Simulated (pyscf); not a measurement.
Optimised with ωB97X-D3(BJ)/def2-SVP in PySCF.

### Question
For the elementary gas-phase step HO–Ti(OH)(OH)–Br + H₂O → HO–Ti(OH)(OH)–OH + HBr (singlet surface; Br–Ti, H–O broken, O–Ti, Br–H formed), what barrier and reaction energy does ωB97M-D3(BJ)/def2-TZVP give, measured from the separated reactants?

### Answer
ΔE‡ = 31.5 kJ/mol, ΔE = +33.8 kJ/mol. Zero-point energy shifts the barrier by -6.2 kJ/mol. It is a four-centre exchange, with an imaginary mode of 538i cm⁻¹. On the reactant side the descent ends in an adduct with a O–Ti contact (not fully relaxed), 48.1 kJ/mol under the separated species and 89.1 kJ/mol under the saddle at ωB97X-D3(BJ)/def2-TZVP. On the product side the descent ends in a complex (not fully relaxed), 30.9 kJ/mol under the separated species and 20.0 kJ/mol under the saddle at ωB97X-D3(BJ)/def2-TZVP. At ωB97M-D3(BJ) the saddle lies under the separated products, which points to a path from their complex (located at ωB97X-D3(BJ) alone), and parting the products costs more than the saddle. What is counted as formed (O–Ti) is already present as a longer contact in the reactant adduct; forming that adduct is a step of its own. At ωB97X-D3(BJ) the barrier from the zero used here is 41.0 kJ/mol. This is the saddle that the search found; another between the same sides may lie lower. Elements up to Kr have no core potential and no relativistic terms here.
